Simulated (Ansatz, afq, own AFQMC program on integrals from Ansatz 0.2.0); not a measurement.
# GaH3Se, singlet in cc-pVDZ along one coordinate

```xyz
5

Ga    0.0000    0.0145    1.2155
Se    0.0000   -0.0313   -1.1066
H     0.0000    1.4015    1.9300
H     0.0000   -1.3846    1.9060
H     0.0000    1.4319   -1.2283
```

The Ga1–Se2 distance is changed with both sides rigid. Energies in eV count from this geometry (2.322 Å) at the same level; the start stands on RHF, each point on the determinant named.

Basis cc-pVDZ. Only valence electrons are correlated. Ansatz 0.2.0 and our own AFQMC program on the same integrals; the CISD trial comes from CCSD amplitudes, and released means the phaseless constraint is let go. ± is one standard error of the sampling. No spin–orbit coupling.

Cautions, each for one point or more: higher spins were not checked; inner d shell frozen; no relativity below Rb; no spin-orbit coupling; restricted determinant unstable towards unrestricted; strong correlation; the ph-AFQMC/CISD walk drifts between its halves.

| r(Ga1–Se2) / Å | det. | T1 | weight | MP2 | B3LYP | CCSD(T) |
| --- | --- | --- | --- | --- | --- | --- |
| 1.836 | RHF | 0.010 | 0.89 | 3.403 | 3.194 | 3.445 |
| 2.768 | RHF | 0.016 | 0.87 | 0.655 | 0.592 | 0.607 |
| 3.795 | RHF | 0.036 | 0.81 | 3.023 | 2.667§ | 2.711 |

(1) Estimate the curve of phaseless AFQMC with a CISD trial, counted from the same start.

## Answers

(1) 
```csv
r(Ga1–Se2) / Å,det.,T1,weight,ph-AFQMC/CISD,released AFQMC
1.836,RHF,0.010,0.89,3.426 ± 0.014,3.423 ± 0.019
2.768,RHF,0.016,0.87,0.621 ± 0.017,–
3.795,RHF,0.036,0.81,2.686 ± 0.025,2.676 ± 0.031*
```

Weight is that of the determinant in the CISD state; at the start T1 is 0.013 and the weight 0.88. An asterisk marks released energies that aren't shown to be converged. A dash marks a missing value, a released energy that hasn't settled or a functional that sits on another state. § marks a functional whose ⟨S²⟩ is too high by over 0.1. Largest departures from phaseless AFQMC with a CISD trial: CCSD(T) 0.025 eV at 3.795 (on RHF) (within the noise), MP2 0.337 eV at 3.795 (on RHF), B3LYP -0.232 eV at 1.836. The walk's constraint bias lies outside its error bars, so these are departures and not errors. Functionals count only at points shown to share the start's state and spin. In this small basis the wave-function levels are far from their limit, so their gap to the functionals isn't the functionals' error.

A walk keeps the symmetry of its determinant, which the program's search chose and which needn't be the lowest solution, so a lower state of the same spin and another symmetry isn't excluded.
